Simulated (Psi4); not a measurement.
**doublet OH: levels of theory compared**

Wanted: a comparison of 4 runs (UBHLYP/aug-cc-pVTZ, UM06-L/aug-cc-pVTZ, UTPSS/aug-cc-pVTZ, UMP2/aug-cc-pVTZ) of doublet OH. 

Program for the calculation: Psi4 1.11.

2 further runs of the same task are left out: 2 set aside as unsound or not needed.

## (1) The system as given

OH has 2 atoms, charge 0, and is taken as a doublet. SMILES of the parent species: `[OH-]`. The shape is that of a PBE0-D4/def2-TZVPD optimisation. That shape belongs to the parent species and isn't relaxed for this state.

Bond lengths: O1–H2 0.964 Å.

## (2) Energy and forces at UBHLYP/aug-cc-pVTZ (run 1)

File job.json:

```json
{
  "schema_name": "qcschema_input",
  "schema_version": 1,
  "molecule": {
    "schema_name": "qcschema_molecule",
    "schema_version": 2,
    "symbols": ["O", "H"],
    "geometry": [0.77818922, -0.2490659, 0.4015668, -0.77818922, 0.2490659, -0.4015668],
    "molecular_charge": 0,
    "molecular_multiplicity": 2,
    "fix_symmetry": "c1"
  },
  "driver": "gradient",
  "model": {
    "method": "bhhlyp",
    "basis": "aug-cc-pVTZ"
  },
  "keywords": {
    "reference": "uks",
    "puream": true,
    "e_convergence": 1e-09,
    "d_convergence": 1e-08,
    "scf_type": "pk",
    "dft_radial_points": 99,
    "dft_spherical_points": 590,
    "maxiter": 100,
    "scf_properties": ["WIBERG_LOWDIN_INDICES", "QUADRUPOLE", "MAYER_INDICES"]
  }
}
```

The run is started by

```
$ psi4 --qcschema job.json -n 1 --memory 1600MB
```

stdout:

```text
[...]
  Running in c1 symmetry.
[...]
  Nuclear repulsion =    4.393567041470714
[...]
  Multiplicity = 2
[...]
  Nalpha       = 5
  Nbeta        = 4
[...]
    Number of basis functions: 69
[...]
   @UKS iter   1:   -75.70036581176514   -5.16278e-01   4.44732e-03 ADIIS/DIIS
[...]
   @UKS iter  10:   -75.73590041625903   -7.03437e-12   3.72895e-09 DIIS
[...]
   @S^2 Observed:                7.534495659E-01
[...]
  @UKS Final Energy:   -75.73590041625903
   => Energetics <=
    Nuclear Repulsion Energy =              4.3935670414707140
    One-Electron Energy =                -112.7315187087551607
    Two-Electron Energy =                  37.1953945343297150
    DFT Exchange-Correlation Energy =      -4.5933432833043106
    Empirical Dispersion Energy =           0.0000000000000000
    VV10 Nonlocal Energy =                  0.0000000000000000
    Total Energy =                        -75.7359004162590281
[...]
  -Total Gradient:
     Atom            X                  Y                   Z
    ------   -----------------  -----------------  -----------------
       1        0.000000000000    -0.000000000000     0.001059493108
       2        0.000000000000    -0.000000000000    -0.001059452469
[...]
```

The result, in JSON:

```text
{
 "driver": "gradient",
 "model": {
  "method": "bhhlyp",
  "basis": "aug-cc-pVTZ"
 },
 "success": true,
 "return_result": [6.728694174628754e-14, -2.3802572452415857e-15, 0.0010594931082480996, 5.8609422883639235e-16, -5.461902512105333e-16, -0.001059452468559624],
 "properties": {
  "calcinfo_nbasis": 69,
  "calcinfo_nmo": 69,
  "calcinfo_nalpha": 5,
  "calcinfo_nbeta": 4,
  "calcinfo_natom": 2,
  "nuclear_repulsion_energy": 4.393567041470714,
  "return_energy": -75.73590041625903,
  "return_gradient": [6.728694174628754e-14, -2.3802572452415857e-15, 0.0010594931082480996, 5.8609422883639235e-16, -5.461902512105333e-16, -0.001059452468559624],
  "scf_one_electron_energy": -112.73151870875516,
  "scf_two_electron_energy": 37.195394534329715,
  "scf_xc_energy": -4.593343283304311,
  "scf_dipole_moment": [1.351839311166758e-16, 1.8087405836040382e-15, -0.6680631608856157],
  "scf_total_energy": -75.73590041625903,
  "scf_total_gradient": [6.728694174628754e-14, -2.3802572452415857e-15, 0.0010594931082480996, 5.8609422883639235e-16, -5.461902512105333e-16, -0.001059452468559624],
  "scf_iterations": 10
 }
}
```

Run time: 5.4 s. Hardware: 1 thread of Intel Xeon 6975P-C (Granite Rapids), shared host; peak memory 0.5 GiB.

## (3) A single-point energy at UM06-L/aug-cc-pVTZ (run 2)

File ho.dat:

```
memory 1600 mb

molecule molecule1 {
  0 2
  O
  H 1 0.963549
  units angstrom
  symmetry c1
  no_reorient
  no_com
}

set globals {
  basis                aug-cc-pVTZ
  reference            uks
  puream               true
  e_convergence        1e-09
  d_convergence        1e-08
  scf_type             pk
  dft_radial_points    99
  dft_spherical_points 590
  maxiter              100
}

e, wfn = energy('m06-l', return_wfn=True)
oeprop(wfn, 'MAYER_INDICES', 'MULLIKEN_CHARGES', 'LOWDIN_CHARGES')
print_variables()
```

The run is started by

```
$ psi4 ho.dat ho.out -n 1
```

ho.out:

```text
[...]
  Running in c1 symmetry.
[...]
  Nuclear repulsion =    4.393567618626557
[...]
  Multiplicity = 2
[...]
  Nalpha       = 5
  Nbeta        = 4
[...]
    Number of basis functions: 69
[...]
   @UKS iter   1:   -75.69176774889870   -3.38083e-01   5.79383e-03 ADIIS/DIIS
[...]
   @UKS iter  44:   -75.75010240251579   -1.89004e-12   6.02104e-09 DIIS
[...]
   @S^2 Observed:                7.547897588E-01
[...]
  @UKS Final Energy:   -75.75010240251579
   => Energetics <=
    Nuclear Repulsion Energy =              4.3935676186265571
    One-Electron Energy =                -112.7026868491705187
    Two-Electron Energy =                  41.4438500835242536
    DFT Exchange-Correlation Energy =      -8.8848332554960869
    Empirical Dispersion Energy =           0.0000000000000000
    VV10 Nonlocal Energy =                  0.0000000000000000
    Total Energy =                        -75.7501024025157932
[...]
 Multipole Moments:
 ------------------------------------------------------------------------------------
     Multipole            Electronic (a.u.)      Nuclear  (a.u.)        Total (a.u.)
 ------------------------------------------------------------------------------------
 L = 1.  Multiply by 2.5417464519 to convert [e a0] to [Debye]
 Dipole X            :         -0.0000000            0.0000000           -0.0000000
 Dipole Y            :          0.0000000            0.0000000            0.0000000
 Dipole Z            :         -0.2142092            0.8494810            0.6352718
 Magnitude           :                                                    0.6352718
[...]
```

Run time: 22 s. Hardware: 1 thread of Intel Xeon 6975P-C (Granite Rapids), shared host; peak memory 0.84 GiB.

## (4) Energy and forces at UTPSS/aug-cc-pVTZ (run 3)

File job.inp:

```
memory 1600 mb

molecule mol {
  0 2
  O      0.411800    -0.131800     0.212500
  H     -0.411800     0.131800    -0.212500
  symmetry c1
  no_reorient
  no_com
}

set reference uks
set puream true
set e_convergence 1e-09
set d_convergence 1e-08
set scf_type pk
set dft_radial_points 99
set dft_spherical_points 590
set maxiter 100

e, wfn = gradient("tpss/aug-cc-pVTZ", return_wfn=True)
oeprop(wfn, "DIPOLE", "WIBERG_LOWDIN_INDICES", "MULLIKEN_CHARGES", title="TPSS")
```

The run is started by

```
$ psi4 job.inp job.out -n 1
```

job.out:

```text
[...]
  Running in c1 symmetry.
[...]
  Nuclear repulsion =    4.393567039872163
[...]
  Multiplicity = 2
[...]
  Nalpha       = 5
  Nbeta        = 4
[...]
    Number of basis functions: 69
[...]
   @UKS iter   1:   -75.70464912348645   -2.96628e-01   6.32589e-03 DIIS/ADIIS
[...]
   @UKS iter  10:   -75.77248885717191   -3.69482e-13   1.66340e-09 DIIS
[...]
   @S^2 Observed:                7.526826386E-01
[...]
  @UKS Final Energy:   -75.77248885717191
   => Energetics <=
    Nuclear Repulsion Energy =              4.3935670398721633
    One-Electron Energy =                -112.6802958447653680
    Two-Electron Energy =                  41.4118498347657464
    DFT Exchange-Correlation Energy =      -8.8976098870444584
    Empirical Dispersion Energy =           0.0000000000000000
    VV10 Nonlocal Energy =                  0.0000000000000000
    Total Energy =                        -75.7724888571719077
[...]
  -Total Gradient:
     Atom            X                  Y                   Z
    ------   -----------------  -----------------  -----------------
       1       -0.015506652299     0.004963032474    -0.008001854331
       2        0.015506612157    -0.004963019627     0.008001833617
[...]
  Mulliken Charges: (a.u.)
   Center  Symbol    Alpha    Beta     Spin     Total
       1     O     4.61042  3.60354  1.00688 -0.21396
       2     H     0.38958  0.39646 -0.00688  0.21396
   Total alpha =  5.00000, Total beta =  4.00000, Total charge = -0.00000
  Wiberg Bond Indices using Orthogonal Lowdin Orbitals:
  Total Bond Index:
  Irrep: 1 Size: 2 x 2
                 1                   2
[...]
```

It took 11 s on 1 thread of Intel Xeon 6975P-C (Granite Rapids), shared host; peak memory 0.84 GiB.

## (5) A single-point energy at UMP2/aug-cc-pVTZ (run 4)

File calc.dat:

```
memory 1600 mb

molecule {
  0 2
  O      0.411800    -0.131800     0.212500
  H     -0.411800     0.131800    -0.212500
  symmetry c1
  no_reorient
  no_com
}

set {
  basis           aug-cc-pVTZ
  reference       uhf
  puream          true
  e_convergence   1e-09
  d_convergence   1e-08
  scf_type        pk
  num_frozen_docc 1
  mp2_type        conv
  maxiter         100
}

energy("mp2")
```

The run is started by

```
$ psi4 calc.dat calc.out -n 1
```

calc.out:

```text
[...]
  Running in c1 symmetry.
[...]
  Nuclear repulsion =    4.393567039872163
[...]
  Multiplicity = 2
[...]
  Nalpha       = 5
  Nbeta        = 4
[...]
    Number of basis functions: 69
[...]
   @UHF iter   1:   -75.39793035940178   -7.44224e-01   3.34324e-03 DIIS/ADIIS
[...]
   @UHF iter  11:   -75.42182507731651   -2.36895e-11   8.30946e-09 DIIS
[...]
   @S^2 Observed:                7.570009847E-01
[...]
  @UHF Final Energy:   -75.42182507731651
   => Energetics <=
    Nuclear Repulsion Energy =              4.3935670398721633
    One-Electron Energy =                -112.7028407093623201
    Two-Electron Energy =                  32.8874485921736408
    Total Energy =                        -75.4218250773165124
  UHF NO Occupations:
  HONO-2 :    3  A 1.9992326
  HONO-1 :    4  A 1.9978819
[...]
 Multipole Moments:
 ------------------------------------------------------------------------------------
     Multipole            Electronic (a.u.)      Nuclear  (a.u.)        Total (a.u.)
 ------------------------------------------------------------------------------------
 L = 1.  Multiply by 2.5417464519 to convert [e a0] to [Debye]
 Dipole X            :         -6.0379014            5.4473245           -0.5905769
 Dipole Y            :          1.9324804           -1.7434613            0.1890190
 Dipole Z            :         -3.1157214            2.8109676           -0.3047538
 Magnitude           :                                                    0.6909299
[...]
	SCS-MP2 Total Energy (a.u.)        :   -75.62575694079882
	SOS-MP2 Total Energy (a.u.)        :   -75.60981692138004
	SCSN-MP2 Total Energy (a.u.)       :   -75.50598837984764
[...]
	SOS-PI-MP2 Total Energy (a.u.)     :   -75.64114889539063
[...]
	MP2 Total Energy (a.u.)            :   -75.62630500562577
[...]
```

Run time: 2 s. Hardware: 1 thread of Intel Xeon 6975P-C (Granite Rapids), shared host; peak memory 0.3 GiB.

## (6) Overview of the runs

```csv
run,level,task,frozen core orbitals,energy (Eh),dipole moment (D),HOMO energy (eV),LUMO energy (eV),wall time
1,UBHLYP/aug-cc-pVTZ,gradient,0,-75.735900,1.70,-11.13,-2.53,5.4 s
2,UM06-L/aug-cc-pVTZ,energy,0,-75.750102,1.61,-7.56,-5.28,22 s
3,UTPSS/aug-cc-pVTZ,gradient,0,-75.772489,1.60,-7.53,-5.97,11 s
4,UMP2/aug-cc-pVTZ,energy,1,-75.626305,–,-13.99,0.81,2 s
```

## (7) Results

```
                                                         quantity         value
                                              run 4: total energy  -75.62631 Eh
run 4: HOMO energy (Hartree–Fock orbitals) (highest over α and β)     -13.99 eV
 run 4: LUMO energy (Hartree–Fock orbitals) (lowest over α and β)       0.81 eV
                run 4: correlation energy (1 core orbital frozen)    -204.5 mEh
                         run 4: ⟨S²⟩ of the reference determinant         0.757
```

**Reading.** Over runs 1, 2, 3 the dipole moment (its size) runs from 1.60 D (UTPSS/aug-cc-pVTZ) to 1.70 D (UBHLYP/aug-cc-pVTZ). Totals of different functionals can't be ranked against each other. All runs together took 40 s, the longest 22 s.
